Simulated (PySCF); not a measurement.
Compound: C3H5N3.
Atom-mapped SMILES: `[CH3:1][n:2]1[cH:3][n:4][n:5][cH:6]1` (hydrogens: H7, H8, H9 on C1; H10 on C3; H11 on C6)

Computed with TDDFT PBE0/def2-SVPD, vertical, gas phase, core orbitals frozen in the response in PySCF. Geometry: PBE0-D3(BJ)/def2-SVP; no solvent, vibrations or thermal averaging.

Each state is given a Gaussian of 0.25 eV full width at half maximum, with ε(max) = 2.175×10⁸ f / Δν̃ (Δν̃ the width in cm⁻¹). The width is an assumption, not a result. The curve ends short of the highest state used, and states not computed would add to its high-energy end.

```
E (eV)  ε (L mol⁻¹ cm⁻¹)
  5.34                 0
  5.42                 0
  5.50                 1
  5.58                 4
  5.66                 8
  5.74                10
  5.82                 6
  5.90                 2
  5.98                 4
  6.06                37
  6.14               203
  6.22               640
  6.30              1140
  6.38              1151
  6.46               659
  6.54               217
  6.62                69
  6.70               294
  6.78              1698
  6.86              5702
  6.94             10915
  7.02             11942
  7.10              7657
  7.18              3247
```

Task: Where are the band maxima, and which computed states make them?

Result: 217 nm (5.72 eV), ε about 9.7, made up of S1 (100%); 196 nm (6.34 eV), ε about 1200, made up of S2 (100%); 177 nm (6.99 eV), ε about 12000, made up of S5 (99%) (ε in L mol⁻¹ cm⁻¹; maxima over ε = 5, shares over 10%). The states used: S1 5.72 eV (f 0.0001); S2 6.34 eV (f 0.011); S3 6.64 eV (f 0.0000); S4 6.92 eV (f 0.0008); S5 6.99 eV (f 0.113); S6 7.23 eV (f 0.0072); S7 7.47 eV (f 0.0022); S8 7.66 eV (f 0.0073); S9 7.68 eV (f 0.0088); S10 7.78 eV (f 0.019).

Task: Coming from long wavelengths, where does ε first pass 100 L mol⁻¹ cm⁻¹?

Result: At about 203 nm (6.10 eV), 0.39 eV above S1.

Task: What would ε be at 6.99 eV, the highest of these maxima, with half the width (0.125 eV)?

Result: About 24400 L mol⁻¹ cm⁻¹ against 12300, a factor of about 1.98; a lone state at its own centre would give exactly 2.

Task: On this curve, what absorbance would a 10⁻⁵ mol/L sample give at 222 nm over a 1 cm path?

Result: 222 nm is 5.585 eV, where ε is about 4.4 L mol⁻¹ cm⁻¹, so A = ε c l ≈ 4.4e-05 (Beer–Lambert, with the gas-phase spectrum and the assumed width).

All these states lie below the vertical ionisation energy of 9.48 eV (ΔSCF).
